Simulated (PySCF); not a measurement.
# Atomic charges against the basis set

Compound: CH3CF2CN, C3H3F2N.
Geometry (PBE0-D3(BJ)/def2-SVP, Å), atoms numbered from 1 in this order:
```
atom  x, y, z in Å
C1    -1.0136   -0.0098   -0.1785
C2     0.3979   -0.3874    0.1833
F3     0.8258   -1.4058   -0.5936
F4     0.4550   -0.8071    1.4651
C5     1.3504    0.7437    0.0253
N6     2.0586    1.6457   -0.1106
H7    -1.6490   -0.8942   -0.0334
H8    -1.3632    0.8042    0.4697
H9    -1.0619    0.3106   -1.2273
```

PBE0 throughout (PySCF), one geometry, spherical d and f functions. Isolated species at its PBE0-D3(BJ)/def2-SVP geometry, gas phase. Atoms taken as equivalent share a column and are averaged.

Mulliken charges (e):

| basis | functions | C1 | C2 | F3/F4 | C5 | N6 | H7/H8/H9 |
| --- | --- | --- | --- | --- | --- | --- | --- |
| STO-3G | 33 | -0.256 | +0.248 | -0.092 | +0.048 | -0.171 | +0.105 |
| 6-31G | 60 | -0.521 | +0.570 | -0.288 | +0.138 | -0.258 | +0.215 |
| pcSseg-0 | 60 | -0.647 | +0.716 | -0.328 | +0.094 | -0.335 | +0.276 |
| 6-31G* | 90 | -0.603 | +0.731 | -0.308 | +0.172 | -0.341 | +0.219 |
| def2-SVP | 99 | -0.073 | +0.369 | -0.196 | -0.137 | -0.020 | +0.085 |
| cc-pVDZ | 99 | -0.058 | +0.302 | -0.175 | -0.021 | -0.114 | +0.080 |
| aug-cc-pVDZ | 165 | +0.278 | +1.372 | -0.497 | -0.345 | -0.207 | -0.035 |
| 6-311+G(2d,p) | 180 | -0.447 | +0.436 | -0.235 | +0.187 | -0.264 | +0.186 |
| def2-TZVP | 204 | -0.380 | +0.464 | -0.157 | -0.243 | +0.014 | +0.153 |
| cc-pVTZ | 222 | -0.281 | +0.411 | -0.163 | -0.127 | -0.036 | +0.120 |
| IGLO-III | 240 | -0.361 | +0.384 | -0.186 | +0.141 | -0.261 | +0.156 |

IAO charges (e):

```
        basis  functions      C1      C2   F3/F4      C5      N6  H7/H8/H9
       STO-3G         33  -0.429  +0.300  -0.117  +0.030  -0.134    +0.156
        6-31G         60  -0.464  +0.519  -0.262  +0.093  -0.169    +0.181
     pcSseg-0         60  -0.462  +0.513  -0.256  +0.093  -0.170    +0.179
       6-31G*         90  -0.448  +0.570  -0.274  +0.098  -0.185    +0.171
     def2-SVP         99  -0.438  +0.566  -0.276  +0.093  -0.174    +0.169
      cc-pVDZ         99  -0.448  +0.568  -0.275  +0.092  -0.178    +0.171
  aug-cc-pVDZ        165  -0.454  +0.573  -0.284  +0.105  -0.186    +0.177
6-311+G(2d,p)        180  -0.456  +0.571  -0.284  +0.107  -0.188    +0.178
    def2-TZVP        204  -0.457  +0.579  -0.285  +0.105  -0.187    +0.177
      cc-pVTZ        222  -0.459  +0.578  -0.283  +0.103  -0.186    +0.177
     IGLO-III        240  -0.458  +0.574  -0.285  +0.107  -0.188    +0.178
```

Hirshfeld charges (e):

```
        basis  functions      C1      C2   F3/F4      C5      N6  H7/H8/H9
       STO-3G         33  -0.050  +0.227  -0.063  +0.007  -0.152    +0.032
        6-31G         60  -0.104  +0.223  -0.095  +0.053  -0.164    +0.061
     pcSseg-0         60  -0.110  +0.223  -0.089  +0.051  -0.163    +0.059
       6-31G*         90  -0.103  +0.214  -0.085  +0.063  -0.183    +0.059
     def2-SVP         99  -0.122  +0.212  -0.081  +0.064  -0.176    +0.061
      cc-pVDZ         99  -0.119  +0.205  -0.075  +0.056  -0.172    +0.060
  aug-cc-pVDZ        165  -0.128  +0.205  -0.082  +0.067  -0.179    +0.067
6-311+G(2d,p)        180  -0.118  +0.204  -0.085  +0.067  -0.181    +0.066
    def2-TZVP        204  -0.123  +0.204  -0.082  +0.068  -0.181    +0.066
      cc-pVTZ        222  -0.125  +0.205  -0.080  +0.066  -0.180    +0.065
     IGLO-III        240  -0.128  +0.205  -0.082  +0.067  -0.181    +0.067
```

Some averages cover members that differ in this geometry, most widely: H7/H8/H9, Mulliken in aug-cc-pVDZ -0.063 to -0.020 e.

Problem. Which scheme is steadiest as the basis changes?

Solution. Largest range over the bases for any column: Hirshfeld 0.08 e, IAO 0.28 e, Mulliken 1.12 e. Hirshfeld charges move least and Mulliken charges most, counted in e. Without the minimal STO-3G basis the ranges are Hirshfeld 0.03, IAO 0.07, Mulliken 1.07 e.

Problem. How much do the charges still move between the two largest bases, cc-pVTZ and IGLO-III?

Solution. At most, over all atoms: Mulliken 0.268 e, IAO 0.004 e, Hirshfeld 0.003 e.

Problem. What do the same runs give for the total energy, the frontier levels and the dipole moment?

Solution. 
```json
{"basis": "STO-3G", "energy (Eh)": "-365.1426", "HOMO (eV)": "-6.37", "LUMO (eV)": "3.33", "μ (D)": "2.67"}
{"basis": "6-31G", "energy (Eh)": "-370.0391", "HOMO (eV)": "-10.46", "LUMO (eV)": "-0.24", "μ (D)": "3.22"}
{"basis": "pcSseg-0", "energy (Eh)": "-369.2863", "HOMO (eV)": "-10.73", "LUMO (eV)": "-0.47", "μ (D)": "3.29"}
{"basis": "6-31G*", "energy (Eh)": "-370.1367", "HOMO (eV)": "-10.11", "LUMO (eV)": "0.05", "μ (D)": "3.14"}
{"basis": "def2-SVP", "energy (Eh)": "-369.8643", "HOMO (eV)": "-10.33", "LUMO (eV)": "-0.15", "μ (D)": "3.15"}
{"basis": "cc-pVDZ", "energy (Eh)": "-370.1660", "HOMO (eV)": "-10.19", "LUMO (eV)": "-0.02", "μ (D)": "3.11"}
{"basis": "aug-cc-pVDZ", "energy (Eh)": "-370.1940", "HOMO (eV)": "-10.40", "LUMO (eV)": "-0.43", "μ (D)": "3.30"}
{"basis": "6-311+G(2d,p)", "energy (Eh)": "-370.2614", "HOMO (eV)": "-10.43", "LUMO (eV)": "-0.46", "μ (D)": "3.33"}
{"basis": "def2-TZVP", "energy (Eh)": "-370.2977", "HOMO (eV)": "-10.38", "LUMO (eV)": "-0.35", "μ (D)": "3.29"}
{"basis": "cc-pVTZ", "energy (Eh)": "-370.2804", "HOMO (eV)": "-10.33", "LUMO (eV)": "-0.26", "μ (D)": "3.24"}
{"basis": "IGLO-III", "energy (Eh)": "-370.3028", "HOMO (eV)": "-10.41", "LUMO (eV)": "-0.42", "μ (D)": "3.32"}
```

The dipole is fixed by the density alone, so its range of 0.66 D shows that the density itself changes with the basis, not only its division among atoms.
